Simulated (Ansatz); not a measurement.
# CH2Al (quartet): from Hartree-Fock to the top rungs at scale of all distances = 0.864, 6-31G

How much of the correlation energy of CH2Al (quartet) does each wave-function method recover here?

Method: 6-31G, core rule «outside noble gas», up to 6 orbitals frozen; program: Ansatz 0.2.0, Gaussian basis.

To be run: UHF; CCSD(T) on ROHF; CCSD(T) on UHF; BCCD(T) on ROHF; CISD; CCSDT(Q) on ROHF; CCSDT(Q) on UHF; CASSCF and MRCISD+Q, 5 electrons in 5 orbitals; CASSCF and NEVPT2, 5 electrons in 5 orbitals; CASSCF and MRCISD+Q, 9 electrons in 10 orbitals; CASSCF and NEVPT2, 9 electrons in 10 orbitals; Full CI.

14 further runs of the same task are left out: 12 that didn't finish, 2 set aside as unsound or not needed.

**1. What is computed**

The geometry derives from a PBE0/def2-TZVP stationary point (not a proven minimum). All distances are scaled together.

4 atoms, charge 0, spin multiplicity 4.

Atoms are counted from 1 here; the program's logs count them from 0.

Bond lengths: Al1–C2 1.663 Å, Al1–H3 1.365 Å, Al1–H4 1.365 Å. Angles: C2–Al1–H3 117.7°, C2–Al1–H4 117.7°, H3–Al1–H4 124.6°.

**2. UHF**

Contents of in.yaml:

```yaml
crystal:
  periodic: [false, false, false]
  atoms:
    - {symbol: Al, position_ang: [0.000000, 0.000000, 0.455877]}
    - {symbol: C, position_ang: [0.000000, 0.000000, -1.207205]}
    - {symbol: H, position_ang: [0.000000, 1.208734, 1.090895]}
    - {symbol: H, position_ang: [0.000000, -1.208734, 1.090895]}
basis:
  gaussian: {orbitals: 6-31G}
magnetization: {spin_polarized: true, initial_magnetization: 3}
hamiltonian: {xc: hf}
output: {orbitals: {seedname: orbitals}}
```

The run is started by

```sh
> ansatz run in.yaml --threads 1 --pin off --events-out ev --progress --plain --max-ram 2393MiB
```

Further steps of the session: CCSD(T) on ROHF; CCSD(T) on UHF; BCCD(T) on ROHF; CISD; CCSDT(Q) on ROHF; CCSDT(Q) on UHF; CASSCF and MRCISD+Q, 5 electrons in 5 orbitals; CASSCF and NEVPT2, 5 electrons in 5 orbitals; CASSCF and MRCISD+Q, 9 electrons in 10 orbitals; CASSCF and NEVPT2, 9 electrons in 10 orbitals; Full CI.

Before running them: what should the planned runs give, taken together? Wanted: FCI below the RHF energy; RMP2 from FCI; UMP2 from FCI; RCCSD from FCI; RCCSD(T) from FCI; UCCSD(T) from FCI; RCCSDT(Q) from FCI; UCCSDT(Q) from FCI; NEVPT2 pair from FCI.

The runs gave:

| quantity | value |
| --- | --- |
| FCI below the RHF energy | -2.2785 eV |
| RMP2 from FCI | +60.0 kJ/mol |
| UMP2 from FCI | +58.1 kJ/mol |
| RCCSD from FCI | +4.8 kJ/mol |
| RCCSD(T) from FCI | +1.5 kJ/mol |
| UCCSD(T) from FCI | +1.4 kJ/mol |
| RCCSDT(Q) from FCI | 0.0 kJ/mol |
| UCCSDT(Q) from FCI | -0.1 kJ/mol |
| NEVPT2 pair from FCI | +58.2 kJ/mol |
| MRCISD+Q pair from FCI | +1.7 kJ/mol |
| NEVPT2 valence from FCI | +25.1 kJ/mol |
| levels within 1 kcal/mol (43 meV) | RCCSD(T), UCCSD(T), BCCD(T), RCCSDT, UCCSDT, RCCSDT(Q), UCCSDT(Q), MRCISD+Q pair, MRCISD valence, MRCISD+Q valence |
| T1 diagnostic | 0.021 |
| effectively unpaired electrons | 3.01 |

In words: RCCSD(T) lands +1.5 kJ/mol from the yardstick (0.7 % of the correlation energy). One determinant dominates. Of the multireference levels listed MRCISD+Q pair comes nearest in total energy (+1.7 kJ/mol), which doesn't show that its space is the better one. These misses are within one basis, not against nature; the frozen cores of restricted and unrestricted runs differ, which can shift their rows.
